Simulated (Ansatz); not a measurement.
Wavefunction ladder for C$_{2}$H$_{2}$O, SMILES `C#CO`

```xyz
5

C     0.9323   -0.0406   -0.6060
C    -0.1036   -0.1404   -0.0133
O    -1.2384   -0.3182    0.5980
H     1.8522    0.0537   -1.1292
H    -1.4425    0.4454    1.1504
```

Charge 0, multiplicity 1. The geometry is a stationary point of PBE0-D4/def2-TZVP. It is one conformer, not always the lowest. Frozen core, restricted reference, the Gaussian-basis code of Ansatz. CBS rows extrapolate triple and quadruple zeta.

```json
{"basis": "def2-SVP", "HF (Eh)": "-151.55249", "MP2 corr.": "-0.43446"}
{"basis": "def2-TZVPP", "HF (Eh)": "-151.73467", "MP2 corr.": "-0.53882"}
{"basis": "def2-QZVPP", "HF (Eh)": "-151.74137", "MP2 corr.": "-0.57804"}
{"basis": "cc-pV(D+d)Z", "HF (Eh)": "-151.68073", "MP2 corr.": "-0.43509"}
{"basis": "cc-pV(T+d)Z", "HF (Eh)": "-151.72804", "MP2 corr.": "-0.54124"}
{"basis": "cc-pV(Q+d)Z", "HF (Eh)": "-151.73925", "MP2 corr.": "-0.57952"}
```

Problem. Estimate the CCSD correlation energy and the (T) correction in each basis where they were run (hartree).

Solution. 
| basis | CCSD corr. | (T) |
| --- | --- | --- |
| def2-SVP | -0.45073 | -0.01542 |
| def2-TZVPP | -0.54827 | -0.02495 |
| def2-QZVPP | -0.58131 | -0.02771 |
| CBS(def2) | -0.60578 | -0.02975 |
| cc-pV(D+d)Z | -0.45152 | -0.01557 |
| cc-pV(T+d)Z | -0.55014 | -0.02528 |
| cc-pV(Q+d)Z | -0.58266 | -0.02774 |
| CBS(cc) | -0.60581 | -0.02950 |
